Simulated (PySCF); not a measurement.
Input of a run (PBE0-D3(BJ)/def2-SVP geometry optimisation, gas phase (PySCF 2.14.0)), started from GFN2-xTB:
```
{"job": {"xc": "PBE0", "basis": "def2-SVP", "d3": "d3bj", "grid": 1, "kind": "geom"}, "charge": 0, "multiplicity": 2}
Si     0.001130     0.002730     0.224740
H     -0.559680     1.298660    -0.100610
H      1.410900    -0.155380    -0.068210
H     -0.831890    -1.136460    -0.101620
```

Output (energies in Eh, forces in Eh/bohr):
```
step   0  E = -291.00483875  max force = 0.019213
step   1  E = -291.00800968  max force = 0.001023
step   2  E = -291.00802088  max force = 0.000140
optimisation converged
```

Problem. Summarise the run.

Solution. The energy falls by 2.0 kcal/mol over 3 energy and gradient evaluations, the largest force component goes from 0.0192 to 1.4e-04 Eh/bohr, and the atoms move by 0.059 Å rms after alignment. Among the bonds, Si1–H2, Si1–H3 and Si1–H4 change most and about equally (+0.045 to +0.046 Å). Bonds longer at the end by more than 0.005 Å: 3 of 3; shorter: 0. Among the angles that change most is H2–Si1–H4, from 115.5° to 111.4°. The energy never rose by more than 1e-6 Eh on the way. The first step brought 100 % of the lowering.

Problem. What are the final bond lengths?

Solution. Si1–H2 1.494 Å, Si1–H3 1.494 Å, Si1–H4 1.494 Å. Numbering counts from 1 in the input's order; the species is `[SiH3]` [radical].

The run used 33 basis functions and 18 SCF cycles in all.

No frequency check. ⟨S²⟩ = 0.752 (exact for a doublet: 0.75).
